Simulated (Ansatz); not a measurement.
**C2H2 (acetylene): the energy, rung by rung**

The species is C2H2 (4 atoms), meant as a singlet with charge 0. As SMILES, `C#C`. Geometry: optimised at r2SCAN/def2-SVP.

```csv
atom,x (Å),y (Å),z (Å)
C,0.1574,-0.5487,0.2029
C,-0.1574,0.5487,-0.2029
H,0.4367,-1.5223,0.5627
H,-0.4367,1.5223,-0.5627
```

Quantity: the dissociation energy of the H3–C1 bond into doublet H and doublet C2H (shapes relaxed at r2SCAN/def2-SVP, no zero-point term), in eV. The values are calculated.

```csv
level,kind,program,value (eV),CPU time (all runs)
HF/def2-TZVPP,Hartree–Fock,Ansatz,4.65,4.4 s
SVWN5/def2-TZVPP,LDA,Ansatz,6.53,1.8 s
PBE/def2-TZVPP,GGA,Ansatz,5.98,3.6 s
r2SCAN/def2-TZVPP,meta-GGA,Ansatz,5.90,4.2 s
B3LYP/def2-TZVPP,global hybrid,Ansatz,6.09,3 s
CAM-B3LYP/def2-TZVPP,range-separated hybrid,Ansatz,6.12,3.6 s
B2PLYP/def2-TZVPP,double hybrid,Ansatz,6.09,3 s
RPA@PBE/def2-TZVPP,RPA,Ansatz,5.87,5.7 s
```

The values span 4.65 to 6.53 eV. Spin contamination of the reference (⟨S²⟩ at least 0.1 too high) touches HF/def2-TZVPP. Hartree–Fock misses the correlation of the electron pair that is broken and comes out low. Measured bond enthalpies also hold zero-point and thermal terms, a few tenths of an eV less. CPU times are rough (shared hosts, several kinds of processor): they show what a rung costs within a factor of a few.
